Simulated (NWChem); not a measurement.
Correlation energy of nitrogen dioxide (NO₂)

```
N
O 1 1.1917
O 1 1.1917 2 134.61
```
Charge 0, spin multiplicity 2.

Program: NWChem. All single points use one geometry, from UB3LYP/def2-SVP, a minimum by its harmonic frequencies.

Basis set: STO-3G. Each correlation energy counts from its own Hartree-Fock reference.

The correlated methods keep 3 core orbitals frozen. The unpaired electrons of the parent sit in orbitals of symmetry a1 (C2v labels of the run); other states weren't searched. The stability of the SCF solutions was not checked. Open-shell Hartree-Fock references start from PBE0 orbitals. Coupled-cluster values serve here as a point of comparison, not as the truth.

| method | correlation energy (mHa) |
|---|---|
| CCSDT on ROHF | ? |
| CCSD(T) on ROHF | -222.8 |
| UMP2 | -199.3 |
| CCSD on UHF | ? |
| SCS-UMP2 | ? |
| CCSD[T] on UHF | ? |
| CCSD on ROHF | -202.4 |
| CCSD(T) on UHF | -217.0 |
| CCSD[T] on ROHF | -225.5 |

Q: What belongs in the gaps?

A: 
- CCSDT on ROHF, correlation energy (mHa): -223.6
- CCSD on UHF, correlation energy (mHa): -198.5
- SCS-UMP2, correlation energy (mHa): -189.7
- CCSD[T] on UHF, correlation energy (mHa): -219.6
